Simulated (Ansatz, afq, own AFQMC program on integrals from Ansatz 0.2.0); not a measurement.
## Atomization energy of CH$_{3}$, doublet

```tsv
atom	x (Å)	y (Å)	z (Å)
C	0.0000	0.0000	0.0000
H	1.0799	0.0140	-0.0003
H	-0.5521	0.9282	-0.0027
H	-0.5278	-0.9423	0.0031
```

Atoms in their ground-state spins without spin–orbit coupling (mostly on UHF) minus the molecule (UHF), without zero-point energy. The geometry is a stationary point, not shown to be a minimum.

Basis cc-pVDZ. Only valence electrons are correlated. Integrals, coupled cluster, full CI and functionals: Ansatz 0.2.0; the random walks run on the same integrals in our own AFQMC program. ph-AFQMC/CISD is guided by a CISD state made of CCSD amplitudes; releasing the constraint for a short imaginary time cuts its bias at the price of noise, slowly where states lie close. Error bars are statistical, one sigma. The errors of all members are added in quadrature.

No full CI on the walks' own integrals is used here; CCSDT(Q) serves as the reference and is uncertain by about the last step of the cluster series. Each member takes its own surest rung, up to full CI.

The best estimate is CCSD(T) at the basis-set limit (CBS: def2-TZVPP and def2-QZVPP, with their diffuse functions for anions and beside diffuse sets, CCSD(T) itself extrapolated) plus the step from CCSD(T) to CCSDT(Q) in cc-pVDZ. Rows without CBS are in cc-pVDZ, the functionals in def2-TZVP; B2PLYP and the wave-function rows carry a basis error of their own. Core correlation and relativity beyond core potentials are missing, and ± holds the sampling alone.

Cautions: other spins of the molecule weren't checked.

```
 level  atomization energy (kJ/mol)
   MP2                       1192.8
    HF                        996.2
B2PLYP                       1274.8
```

Task: From these cheaper values, estimate the atomization energy at the level of the best estimate.

Result: 1286.0 kJ/mol (best estimate, highest rung CCSDT(Q)).

```json
{"level": "CCSD", "atomization energy (kJ/mol)": "1197.3", "error against the best estimate (kJ/mol)": "-88.7"}
{"level": "CCSD(T)", "atomization energy (kJ/mol)": "1201.6", "error against the best estimate (kJ/mol)": "-84.3"}
{"level": "CCSDT", "atomization energy (kJ/mol)": "1201.9", "error against the best estimate (kJ/mol)": "-84.1"}
{"level": "CCSDT(Q)", "atomization energy (kJ/mol)": "1202.1", "error against the best estimate (kJ/mol)": "-83.8"}
{"level": "ph-AFQMC/CISD", "atomization energy (kJ/mol)": "1203.1 ± 0.6", "error against the best estimate (kJ/mol)": "-82.8 ± 0.6"}
{"level": "released AFQMC", "atomization energy (kJ/mol)": "1202.6 ± 0.5", "error against the best estimate (kJ/mol)": "-83.3 ± 0.5"}
{"level": "HF/CBS", "atomization energy (kJ/mol)": "1016.7", "error against the best estimate (kJ/mol)": "-269.2"}
{"level": "MP2/CBS", "atomization energy (kJ/mol)": "1279.2", "error against the best estimate (kJ/mol)": "-6.7"}
{"level": "CCSD(T)/CBS", "atomization energy (kJ/mol)": "1285.5", "error against the best estimate (kJ/mol)": "-0.5"}
{"level": "PBE", "atomization energy (kJ/mol)": "1294.8", "error against the best estimate (kJ/mol)": "8.9"}
{"level": "r2SCAN", "atomization energy (kJ/mol)": "1300.1", "error against the best estimate (kJ/mol)": "14.1"}
{"level": "PBE0", "atomization energy (kJ/mol)": "1287.9", "error against the best estimate (kJ/mol)": "2.0"}
{"level": "B3LYP", "atomization energy (kJ/mol)": "1293.9", "error against the best estimate (kJ/mol)": "7.9"}
{"level": "wB97M-V", "atomization energy (kJ/mol)": "1283.4", "error against the best estimate (kJ/mol)": "-2.5"}
```

Correlation beyond CCSD(T) adds 0.5 kJ/mol. Going to the basis-set limit adds 83.8 kJ/mol at CCSD(T). The perturbative (T) step is worth +4.4 kJ/mol. The functionals spread over 25.3 kJ/mol; PBE0 and wB97M-V come nearest and r2SCAN is 14.1 kJ/mol too high.

Best estimates are given only where the step beyond CCSD(T) is under 0.3 eV and no member's determinant is very poor (T1 over 0.05, or 0.07 for open shells, ⟨S²⟩ too high by 0.3, two states mixed), so the hardest cases are missing from such tables.

The functionals ran in a triple-zeta set and keep a basis error of their own, a few kJ/mol for each bond in atomization energies and more for double hybrids, so close places among them and the extrapolated levels can swap.

CCSDT and higher add their correlation energy to the determinant of the CCSD(T) run, since their own runs factorise the integrals more tightly (a shift of under 2 meV). Each member of a difference takes its own highest rung, so a best estimate needn't equal the limit plus the step of one row. A walk keeps the symmetry of its determinant, which the program's search chose and which needn't be the lowest solution, so a lower state of the same spin and another symmetry isn't excluded. Released energies are given only where the last usable release times agree within the noise; a slower fall can still hide under it.
